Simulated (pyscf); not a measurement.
Thermochemistry of product channels of H₃Si–Cl + Cl• on the doublet surface, in eV, from ωB97M-D3(BJ)/def2-TZVP energies (ideal gas, 1 atm, RRHO with modes under 100 cm⁻¹ raised to 100, one conformer, R ln 2 for rigid chiral ones). PySCF, gas phase, ωB97X-D3(BJ)/def2-SVP geometries.

```json
[
 {"products": "Cl–SiH•–Cl + H₂", "ΔE": "?", "ΔH(298 K)": "-1.33", "ΔG(900 K)": "-1.53", "ΔG(1200 K)": "-1.60"},
 {"products": "Cl–SiH₂–Cl + H•", "ΔE": "-0.72", "ΔH(298 K)": "-0.85", "ΔG(900 K)": "-0.82", "ΔG(1200 K)": "-0.82"},
 {"products": "•H₂Si–Cl + HCl", "ΔE": "-0.41", "ΔH(298 K)": "-0.46", "ΔG(900 K)": "-0.83", "ΔG(1200 K)": "-0.94"},
 {"products": "SiH₂ [singlet] + Cl–Cl + H•", "ΔE": "+5.41", "ΔH(298 K)": "+5.12", "ΔG(900 K)": "+3.81", "ΔG(1200 K)": "+3.37"}
]
```

Task: Some entries are withheld; supply them.

Result: 
- Cl–SiH•–Cl + H₂, ΔE: -1.23

These are energies of the channels, which say nothing of barriers. Left out: orbital degeneracy and the spin-orbit lowering of Cl.
